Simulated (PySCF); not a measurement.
Basis-set dependence of SO at HF

PySCF, UHF reference; triplet, unpaired electrons π ↑↑; De to S + O without counterpoise correction.

```json
{"basis": "3-21G", "relativity": "no relativity", "functions": "22", "Re (Å)": "1.574", "ωe (cm⁻¹)": "1112", "De (eV)": "0.11", "μ (D)": "-1.13"}
{"basis": "6-31G(d,p)", "relativity": "no relativity", "functions": "32", "Re (Å)": "1.466", "ωe (cm⁻¹)": "1318", "De (eV)": "1.85", "μ (D)": "-1.91"}
{"basis": "6-311G(d,p)", "relativity": "no relativity", "functions": "44", "Re (Å)": "1.461", "ωe (cm⁻¹)": "1310", "De (eV)": "1.72", "μ (D)": "-2.00"}
```

Task: How does each smaller set differ from the one with most functions, 6-311G(d,p)?

Result: 3-21G: +11.3 pm, -15.1 % in ωe, -1.61 eV in De; 6-31G(d,p): +0.5 pm, +0.6 % in ωe, +0.13 eV in De. All at HF; the set with most functions is neither the basis-set limit nor always the best.

A positive dipole means S(−)O(+). Measured (Huber and Herzberg, Constants of Diatomic Molecules (1979)): Re = 1.481087 Å, ωe = 1149.22 cm⁻¹. 3-21G is very small, so such numbers show the basis as much as the molecule. Hartree–Fock leaves out correlation, which carries a large part of most bond energies and some tenths to 1 eV of ionisation energies. The state was picked by a PBE0 search and need not be the measured ground state.
